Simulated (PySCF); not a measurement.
**Working out the ionisation energy of N**

N [He] 2s2 2p3 (4S) → N⁺ [He] 2s2 2p2 (3P). Computed with PySCF 2.14 in dyall-av2z (11s7p2d, 42 functions), with no relativity, point nucleus. Frozen: 1s2; the 8 highest virtual orbitals dropped. Energies in hartree (1 hartree = 27.21139 eV):

```tsv
part	N (lower)	N⁺ (upper)
UHF	-54.402709	-53.891659
MP2 opposite-spin	-0.058351	-0.052137
MP2 same-spin	-0.026137	-0.011245
```

Task: What does Hartree-Fock give?

Result: (-53.891659) − (-54.402709) = 0.511050 hartree = 13.906 eV.

Task: What do MP2 and SCS-MP2 (6/5 opposite-spin, 1/3 same-spin) give?

Result: The opposite-spin parts differ by 0.169 eV and the same-spin parts by 0.405 eV. MP2: 13.906 + (0.169) + (0.405) = 14.480 eV. SCS-MP2: 13.906 + 1.2 × (0.169) + (0.405)/3 = 14.244 eV.

Measured between the centres of the two terms (NIST): 14.545 eV, so MP2 (valence) is off by -0.065 eV.

A double-zeta basis recovers only part of the correlation energy.

What remains against the reference includes basis incompleteness, the frozen core and correlation beyond second order.
